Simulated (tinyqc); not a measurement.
Extended Hueckel theory, for LiF, step by step. Computed by tinyqc, a small Python program that keeps every step (integrals from PySCF). Settings: charge = 0, K = 1.5, weighted = 1, multiplicity = 1. Command: `OMP_NUM_THREADS=1 python tinyqc.py 30694 30695 out.jsonl` (the two numbers bound the seeds that draw the settings). One thread of a shared host (Intel(R) Xeon(R) Processor @ 2.60GHz), about 0.01 s of CPU time with the checks.

## Overlaps

Geometry (angstrom):
```
atom         x         y         z
Li    0.000000  0.000000  0.000000
F     0.000000  0.000000  1.506000
```

Parameters chosen for this run:
```
element  shell  Slater exponent   H_ii (eV)
Li          2s         0.650000   -5.400000
Li          2p         0.650000   -3.500000
F           2s         2.425000  -40.000000
F           2p         2.425000  -18.100000
```

Slater orbitals, each expanded in six Gaussians scaled to its exponent.

overlap S:
```
            1Li 2s   1Li 2px   1Li 2py    1Li 2pz     2F 2s    2F 2px    2F 2py     2F 2pz
1Li 2s    1.000000  0.000000  0.000000   0.000000  0.283340  0.000000  0.000000  -0.068106
1Li 2px   0.000000  1.000000  0.000000   0.000000  0.000000  0.145167  0.000000   0.000000
1Li 2py   0.000000  0.000000  1.000000   0.000000  0.000000  0.000000  0.145167   0.000000
1Li 2pz   0.000000  0.000000  0.000000   1.000000  0.420911  0.000000  0.000000  -0.066718
2F 2s     0.283340  0.000000  0.000000   0.420911  1.000000  0.000000  0.000000   0.000000
2F 2px    0.000000  0.145167  0.000000   0.000000  0.000000  1.000000  0.000000   0.000000
2F 2py    0.000000  0.000000  0.145167   0.000000  0.000000  0.000000  1.000000   0.000000
2F 2pz   -0.068106  0.000000  0.000000  -0.066718  0.000000  0.000000  0.000000   1.000000
```

## Wolfsberg-Helmholz matrix

diagonal H_ii (eV): 1Li 2s -5.400000, 1Li 2px -3.500000, 1Li 2py -3.500000, 1Li 2pz -3.500000, 2F 2s -40.000000, 2F 2px -18.100000, 2F 2py -18.100000, 2F 2pz -18.100000

K = 1.500000

H_ij = K' S_ij (H_ii + H_jj)/2 for i != j (the diagonal keeps H_ii), with K' = K + D^2 + D^4 (1 - K), D = (H_ii - H_jj)/(H_ii + H_jj), K = 1.5.

H (eV):
```
             1Li 2s    1Li 2px    1Li 2py     1Li 2pz       2F 2s      2F 2px      2F 2py      2F 2pz
1Li 2s    -5.400000   0.000000   0.000000    0.000000  -12.298571    0.000000    0.000000    1.399949
1Li 2px    0.000000  -3.500000   0.000000    0.000000    0.000000   -2.904365    0.000000    0.000000
1Li 2py    0.000000   0.000000  -3.500000    0.000000    0.000000    0.000000   -2.904365    0.000000
1Li 2pz    0.000000   0.000000   0.000000   -3.500000  -17.908712    0.000000    0.000000    1.334837
2F 2s    -12.298571   0.000000   0.000000  -17.908712  -40.000000    0.000000    0.000000    0.000000
2F 2px     0.000000  -2.904365   0.000000    0.000000    0.000000  -18.100000    0.000000    0.000000
2F 2py     0.000000   0.000000  -2.904365    0.000000    0.000000    0.000000  -18.100000    0.000000
2F 2pz     1.399949   0.000000   0.000000    1.334837    0.000000    0.000000    0.000000  -18.100000
```

## Orbitals

valence electrons = 8

Solve H C = S C e through S^(-1/2); fill by pairs from the bottom, a degenerate level sharing its electrons equally; each orbital has its largest coefficient positive (the first on a tie).

orbital energies (eV): -40.056320  -18.105219  -18.105219  -18.102285  -4.845563  -3.098378  -3.098378  10.797707

occupations: 2.000000  2.000000  2.000000  2.000000  0.000000  0.000000  0.000000  0.000000

coefficients:
```
              MO1       MO2        MO3        MO4        MO5        MO6        MO7        MO8
1Li 2s   0.026962  0.000000   0.000000  -0.010017   0.864245   0.000000   0.000000   0.606537
1Li 2px  0.000000  0.015803  -0.010273   0.000000   0.000000   0.879432  -0.497766   0.000000
1Li 2py  0.000000  0.010273   0.015803   0.000000   0.000000   0.497766   0.879432   0.000000
1Li 2pz  0.028230  0.000000   0.000000  -0.004795  -0.504641   0.000000   0.000000   0.995978
2F 2s    0.979914  0.000000   0.000000   0.005533  -0.040797   0.000000   0.000000  -0.623620
2F 2px   0.000000  0.835986  -0.543429   0.000000   0.000000  -0.143894   0.081445   0.000000
2F 2py   0.000000  0.543429   0.835986   0.000000   0.000000  -0.081445  -0.143894   0.000000
2F 2pz   0.003351  0.000000   0.000000   0.998948   0.031251   0.000000   0.000000   0.115654
```

sum of one-electron energies = -188.738086 eV

Within a degenerate level the vectors are fixed only up to a rotation; this is one choice.

## Mulliken analysis

P = C n C^T; charge = valence electrons (Li 1, F 7) minus the sum of (P S)_ii on the atom; overlap population = 2 sum P_ij S_ij between two atoms.

charges: 1Li 0.944189, 2F -0.944189

Overlap populations:
```
pair     value
2-1   0.102191
```
